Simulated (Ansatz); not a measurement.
Heating and cooling a random packing of Ti₄Be₃Al₆Ni₃

A packing of 16 atoms, thrown in at random and pushed apart as soft spheres with like charges further apart (6 Al, 3 Be, 3 Ni, 4 Ti) went through Langevin stages in a fixed cell of 14.34 Å³/atom, at one k point, without spin and with a Fermi–Dirac width of kT (0.05 eV at least). These are results of DFT PBE, scalar-relativistic, plane waves, PAW in Ansatz, not measurements.

```
thermostat (K) duration (fs) friction (1/fs) cutoff (eV) mean T (K) mean P (GPa) mean square displacement (Å²)
          2100             36            0.030          320        2139           9.8                           0.15
          2100            375            0.030          420        1803           8.9                           0.65
          1520            375            0.030          420        1541           8.0                           0.35
           840            375            0.030          420         929           5.1                           0.44
           300            375            0.030          420         292          -0.9                           0.31
```

Means run over the second half of a stage; pressure includes the kinetic part; displacements count from the stage's start, the atoms' common shift taken off. In so short a run the atoms moved about a bond length or less in the hot stages, so this is an annealed packing, not a quenched equilibrium liquid.

Cell and atoms were then relaxed on coarser meshes and computed once more: Settings: cutoff 420 eV, Γ-centred mesh 6×6×6 on the computed 16-atom cell, Gaussian smearing of 0.10 eV; no spin polarisation.

Task: What structure is left?

Result: One draw of many: 13.73 Å³/atom with no gap on the mesh, 0.23 eV/atom below the elements' standard states (static lattices, no corrections for gases) (a random packing after short dynamics, relaxed).

Counting as bonded all pairs within 1.3 times the summed covalent radii:

| atom → neighbour | mean count | mean length (Å) | spread (Å) |
| --- | --- | --- | --- |
| Al → Al | 4.33 | 2.83 | 0.16 |
| Al → Be | 2.00 | 2.58 | 0.11 |
| Al → Ni | 1.83 | 2.49 | 0.10 |
| Al → Ti | 4.17 | 2.97 | 0.27 |
| Be → Al | 4.00 | 2.58 | 0.11 |
| Be → Ni | 2.33 | 2.55 | 0.14 |
| Be → Ti | 4.00 | 2.66 | 0.19 |
| Ni → Al | 3.67 | 2.49 | 0.10 |
| Ni → Be | 2.33 | 2.55 | 0.14 |
| Ni → Ni | 2.00 | 2.56 | 0.08 |
| Ni → Ti | 3.67 | 2.81 | 0.34 |
| Ti → Al | 6.25 | 2.97 | 0.27 |
| Ti → Be | 3.00 | 2.66 | 0.19 |
| Ti → Ni | 2.75 | 2.81 | 0.34 |
| Ti → Ti | 3.50 | 3.19 | 0.58 |

Angles between all pairs of such bonds at an atom (mean ± spread): 96 ± 34° at Al, 98 ± 34° at Be, 97 ± 34° at Ni, 95 ± 35° at Ti.

```xyz
16
Lattice="6.0168 -0.1665 0.1581 -0.1789 5.9342 -0.0659 0.1607 -0.0607 6.1628" Properties=species:S:1:pos:R:3 pbc="T T T"
Al    0.2132    4.7178    2.4795
Al    5.1882    0.3509    4.3235
Al    0.7737    5.0099    5.6629
Al    4.7499    3.1035    4.3298
Al    4.6890    3.1546    0.9428
Al    3.0549    1.1661    5.5359
Ti    3.1040    4.8698    2.8819
Ti    4.7322    0.1661    1.1371
Ti    1.7395    3.0438    4.1438
Ti    1.8652    3.1177    1.0650
Be    0.6289    1.4999    5.9069
Be    3.4150    1.6673    2.7600
Be    3.2418    4.6454    5.6153
Ni    1.8901    0.4002    1.3813
Ni    1.5246    0.5795    3.7925
Ni   -0.0009    2.0092    2.2854
```

The final mesh leaves forces up to 0.21 eV/Å and stresses up to 0.7 GPa: the relaxation ran on a coarser mesh, so the cell's shape, its bonds and its energy belong partly to that mesh.

Spin polarisation was left out, and a magnetic state may lie lower.

Cost: 6 runs of about 71 core-minutes in all (earlier runs that led there not counted), on Arm Neoverse N1 (shared hosts).